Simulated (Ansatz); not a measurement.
Total energies of `[C-]#[N+][N+]#[C-]`.

```xyz
4

C    -1.6311   -0.6182   -0.4746
N    -0.5708   -0.2164   -0.1661
N     0.5708    0.2164    0.1661
C     1.6311    0.6182    0.4746
```

Charge 0, multiplicity 1. All single points use the PBE0-D4/def2-TZVP geometry. Basis def2-TZVPP, the Gaussian-basis code of Ansatz.

RPA on PBE orbitals: Hartree–Fock energy of these orbitals -184.51446 Eh, correlation -0.99562 Eh (frozen core).

```
             functional  energy without D4 (Eh)  D4 term (kJ/mol)
            LDA (SPW92)              -184.04086                 –
                    PBE              -185.40195              -6.5
                 revPBE              -185.57440             -23.3
                   BLYP              -185.58765             -14.9
                 r2SCAN              -185.50801              -1.5
                 B97M-V              -185.60104                 –
                   PBE0              -185.39369              -5.4
                  B3LYP              -185.61755             -10.5
                r2SCANh              -185.49421              -1.6
                r2SCAN0              -185.47452              -1.8
HSE06 (plane-wave form)              -185.38479              -4.9
                ωB97X-V              -185.55430                 –
                ωB97M-V              -185.57104                 –
                 B2PLYP              -185.47669                 –
```

Give the same for BHLYP, CAM-B3LYP, LC-ωPBE, PBE-QIDH. (An estimate is asked.)

Ansatz gave: 
| functional | energy without D4 (Eh) | D4 term (kJ/mol) |
| --- | --- | --- |
| BHLYP | -185.50616 | -7.3 |
| CAM-B3LYP | -185.52820 | -5.4 |
| LC-ωPBE | -185.46586 | – |
| PBE-QIDH | -185.35520 | – |

B3LYP takes the VWN-RPA correlation (the form of Gaussian; ORCA's B3LYP/G). HSE06 is the plane-wave form, built on full-range PBE exchange. The double hybrids freeze the cores in their second-order part.

LC-ωPBE has ω = 0.4 bohr⁻¹.
